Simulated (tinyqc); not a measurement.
Inside a calculation (part 2 of 2). Method: CIS on RHF in the sto-3g basis, for H2O, spin multiplicity 1. Computed by tinyqc, a small Python program that keeps every step (integrals from PySCF). Command: `OMP_NUM_THREADS=1 python tinyqc.py 29878 29879 out.jsonl` (the two numbers bound the seeds that draw the settings). One thread of a shared host (Intel(R) Xeon(R) Processor @ 2.60GHz), about 0.06 s of CPU time with the checks.

Geometry (angstrom):
```
atom         x          y         z
O     0.000000   0.000000  0.000000
H     0.000000   0.848000  0.771000
H     0.000000  -0.848000  0.771000
```

## CIS matrix, triplets

orbital energies (hartree): [-20.278642, -1.202062, -0.516090, -0.447886, -0.392973, 0.456029, 0.526012]

Two-electron integrals over orbitals (pq|rs), unique and non-zero (hartree):
```
(11|11) 4.747330    (21|11) -0.431752   (21|21) 0.062026    (22|11) 1.025176
(22|21) -0.015667   (22|22) 0.726188    (31|31) 0.011055    (32|31) 0.017156
(32|32) 0.127063    (33|11) 0.764917    (33|21) -0.004955   (33|22) 0.614142
(33|33) 0.589725    (41|11) 0.165138    (41|21) -0.022083   (41|22) 0.012019
(41|33) 0.005535    (41|41) 0.023058    (42|11) -0.154550   (42|21) 0.008008
(42|22) -0.029953   (42|33) 0.002222    (42|41) 0.017235    (42|42) 0.129321
(43|31) -0.002771   (43|32) 0.026586    (43|43) 0.058825    (44|11) 0.903799
(44|21) -0.010609   (44|22) 0.649644    (44|33) 0.559894    (44|41) -0.007617
(44|42) -0.086133   (44|44) 0.672385    (51|51) 0.025945    (52|51) 0.033387
(52|52) 0.151744    (53|53) 0.026532    (54|51) -0.011877   (54|52) -0.044515
(54|54) 0.046474    (55|11) 1.115363    (55|21) -0.012238   (55|22) 0.756821
(55|33) 0.601128    (55|41) 0.004674    (55|42) -0.084093   (55|44) 0.673447
(55|55) 0.880159    (61|11) -0.182498   (61|21) 0.028008    (61|22) -0.001596
(61|33) 0.000922    (61|41) 0.003870    (61|42) 0.021188    (61|44) -0.014906
(61|55) -0.004977   (61|61) 0.025279    (62|11) 0.252869    (62|21) -0.005645
(62|22) 0.128139    (62|33) 0.067534    (62|41) 0.018473    (62|42) 0.035319
(62|44) 0.053000    (62|55) 0.134862    (62|61) 0.012008    (62|62) 0.094790
(63|31) 0.002850    (63|32) -0.030209   (63|43) -0.037351   (63|63) 0.069704
(64|11) 0.286828    (64|21) -0.004033   (64|22) 0.136059    (64|33) 0.053132
(64|41) 4.46e-06    (64|42) -0.059661   (64|44) 0.131736    (64|55) 0.160493
(64|61) -0.003155   (64|62) 0.055545    (64|64) 0.109870    (65|51) 0.012096
(65|52) 0.047946    (65|54) 0.007467    (65|65) 0.033830    (66|11) 0.795004
(66|21) -0.007772   (66|22) 0.598140    (66|33) 0.548827    (66|41) 0.016835
(66|42) 0.041722    (66|44) 0.548149    (66|55) 0.583872    (66|61) 0.009207
(66|62) 0.094231    (66|64) 0.058887    (66|66) 0.585144    (71|31) 0.014153
(71|32) 0.021049    (71|43) -0.003582   (71|63) 0.003134    (71|71) 0.018142
(72|31) 0.014992    (72|32) 0.056152    (72|43) -0.031578   (72|63) 0.029307
(72|71) 0.018432    (72|72) 0.068094    (73|11) 0.371377    (73|21) -0.006968
(73|22) 0.167366    (73|33) 0.089962    (73|41) -0.000261   (73|42) -0.081977
(73|44) 0.130798    (73|55) 0.204659    (73|61) -0.005648   (73|62) 0.064214
(73|64) 0.110601    (73|66) 0.048347    (73|73) 0.164835    (74|31) -0.008222
(74|32) -0.072759   (74|43) -0.018850   (74|63) 0.055318    (74|71) -0.010574
(74|72) -0.015666   (74|74) 0.074274    (75|53) 0.023807    (75|75) 0.024296
(76|31) 0.006999    (76|32) 0.079416    (76|43) 0.064607    (76|63) -0.060491
(76|71) 0.008797    (76|72) -0.005758   (76|74) -0.062341   (76|76) 0.108268
(77|11) 0.814211    (77|21) -0.008363   (77|22) 0.599333    (77|33) 0.575888
(77|41) 0.003800    (77|42) -0.015107   (77|44) 0.564663    (77|55) 0.597084
(77|61) -0.002804   (77|62) 0.057025    (77|64) 0.049615    (77|66) 0.548040
(77|73) 0.087096    (77|77) 0.584364
```

A(ia,jb) = (e_a - e_i) d_ij d_ab - (ij|ab).

CIS matrix A, triplet (hartree), order 1>6, 1>7, 2>6, 2>7, 3>6, 3>7, 4>6, 4>7, 5>6, 5>7:
```
[[19.939667, 0.000000, 0.007772, 0.000000, 0.000000, -0.006999, -0.016835, 0.000000, 0.000000, 0.000000],
 [0.000000, 19.990443, 0.000000, 0.008363, -0.006999, 0.000000, 0.000000, -0.003800, 0.000000, 0.000000],
 [0.007772, 0.000000, 1.059951, 0.000000, 0.000000, -0.079416, -0.041722, 0.000000, 0.000000, 0.000000],
 [0.000000, 0.008363, 0.000000, 1.128741, -0.079416, 0.000000, 0.000000, 0.015107, 0.000000, 0.000000],
 [0.000000, -0.006999, 0.000000, -0.079416, 0.423292, 0.000000, 0.000000, -0.064607, 0.000000, 0.000000],
 [-0.006999, 0.000000, -0.079416, 0.000000, 0.000000, 0.466214, -0.064607, 0.000000, 0.000000, 0.000000],
 [-0.016835, 0.000000, -0.041722, 0.000000, 0.000000, -0.064607, 0.355767, 0.000000, 0.000000, 0.000000],
 [0.000000, -0.003800, 0.000000, 0.015107, -0.064607, 0.000000, 0.000000, 0.409235, 0.000000, 0.000000],
 [0.000000, 0.000000, 0.000000, 0.000000, 0.000000, 0.000000, 0.000000, 0.000000, 0.265130, 0.000000],
 [0.000000, 0.000000, 0.000000, 0.000000, 0.000000, 0.000000, 0.000000, 0.000000, 0.000000, 0.321901]]
```

## CIS triplet states

Diagonalise A (1 hartree = 27.211386 eV); each vector has its largest component positive (the first on a tie).

triplet excitation energies (eV): [7.214559, 8.680311, 8.759378, 9.494730, 12.900701, 13.360738, 29.168361, 30.973207, 542.586520, 543.967851]

lowest vectors, order 1>6, 1>7, 2>6, 2>7, 3>6, 3>7, 4>6, 4>7, 5>6, 5>7:
```
[[0.000000, 0.000884, 0.000000, 0.000000, 0.000000, -0.000108],
 [0.000000, 0.000000, 0.000000, 0.000361, 0.000079, 0.000000],
 [0.000000, 0.097708, 0.000000, 0.000000, 0.000000, 0.090728],
 [0.000000, 0.000000, 0.000000, 0.056078, 0.102848, 0.000000],
 [0.000000, 0.000000, 0.000000, 0.688273, 0.716585, 0.000000],
 [0.000000, 0.443695, 0.000000, 0.000000, 0.000000, 0.887420],
 [0.000000, 0.890835, 0.000000, 0.000000, 0.000000, -0.451945],
 [0.000000, 0.000000, 0.000000, 0.723281, -0.689875, 0.000000],
 [1.000000, 0.000000, 0.000000, 0.000000, 0.000000, 0.000000],
 [0.000000, 0.000000, 1.000000, 0.000000, 0.000000, 0.000000]]
```
